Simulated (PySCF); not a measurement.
## Gas-phase XPS of `O=S=O`, computed

SO2.
Bonds: O1–S2 (double), S2–O3 (double).

Method: delta-SCF UKS SCAN, pcX-2 on the ionised atom, pcseg-1 elsewhere, spin-free X2C (PySCF). Binding energies are ΔSCF values: E(core-ionised, relaxed orbitals) − E(ground state) at a fixed geometry, referred to the vacuum level.

Problem. What binding energy does each computed site have?

Solution. 
| atom(s) | bonded to | level | binding energy (eV) | count |
| --- | --- | --- | --- | --- |
| S2 | 2 O (double bond) | S 1s | 2483.39 | 1 |
| O1/O3 | S (double bond) | O 1s | 539.64 | 2 |

Problem. What is the longest wavelength that can ionise S 1s of S2 vertically?

Solution. λ = hc/E = 12398.42 eV Å / 2483.39 eV = 4.993 Å.

Problem. Which photon energy gives electrons from S 1s of S2 a kinetic energy of 200 eV, and what is their de Broglie wavelength?

Solution. hν = 2483.39 + 200 = 2683.39 eV, recoil neglected; λ = 12.264 Å/√(E/eV) = 0.87 Å.

The first atom of each set that the bonding makes equivalent was ionised and stands for the set. Not every level is listed. Geometry: PBE0-D3(BJ)/def2-SVP; no solvent, vibrations or thermal averaging.
